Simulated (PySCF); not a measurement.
Species: C₄H₆F₂.
SMILES: `FCC1(F)CC1`

Jobs on this species (12 atoms, 48 electrons) with PySCF (density fitting). Hardware of each: one thread, Arm Neoverse N1 (aarch64), no GPU, on a shared host. Other jobs ran on the host; a repeat could differ by tens of per cent or more. Peak memory is the resident size of the whole Python process, interpreter and libraries included.

| level and settings | work | basis functions | SCF cycles | wall time | peak memory |
| --- | --- | --- | --- | --- | --- |
| PBE0-D3(BJ)/def2-SVP, grid level 1 | geometry optimisation from a GFN2-xTB start shaken at random | 114 | ? | ? | ? |
| delta-SCF UKS SCAN, pcX-2 on the ionised atom, pcseg-1 elsewhere, spin-free X2C | ΔSCF core ionisation, 5 holes | 145 | 84 | 59 s | 0.51 GiB |
| delta-SCF UKS SCAN, pcX-1 on the ionised atom, pcseg-1 elsewhere, spin-free X2C | ΔSCF core ionisation, 5 holes | 124 | 83 | 48 s | 0.56 GiB |
| delta-SCF UKS SCAN, pcX-2 on the ionised atom, pcseg-1 elsewhere, non-relativistic | ΔSCF core ionisation, 5 holes | 145 | 85 | 60 s | 0.56 GiB |
| delta-SCF UKS PBE, pcX-2 on the ionised atom, pcseg-1 elsewhere, spin-free X2C | ΔSCF core ionisation, 5 holes | 145 | 81 | 37 s | 0.56 GiB |
| delta-SCF UKS B3LYP, pcX-2 on the ionised atom, pcseg-1 elsewhere, spin-free X2C | ΔSCF core ionisation, 5 holes | 145 | 74 | 66 s | 0.56 GiB |
| delta-SCF UKS PBE0, pcX-2 on the ionised atom, pcseg-1 elsewhere, spin-free X2C | ΔSCF core ionisation, 5 holes | 145 | 74 | 64 s | 0.56 GiB |
| delta-SCF UKS SCAN, def2-TZVP on the ionised atom, pcseg-1 elsewhere, spin-free X2C | ΔSCF core ionisation, 5 holes | 131 | 82 | 55 s | 0.56 GiB |
| delta-SCF UKS HF, pcX-2 on the ionised atom, pcseg-1 elsewhere, spin-free X2C | ΔSCF core ionisation, 5 holes | 145 | 74 | 35 s | 0.56 GiB |

**Question.** Fill in the missing figures.

**Answer.** 
- PBE0-D3(BJ)/def2-SVP, grid level 1; geometry optimisation from a GFN2-xTB start shaken at random: 87 s, 0.48 GiB, 71 SCF cycles

**Question.** What do all jobs in the table cost together?

**Answer.** About 8.5 min; the longest takes about 17 % of that, and about 2.5 times as long as the shortest.
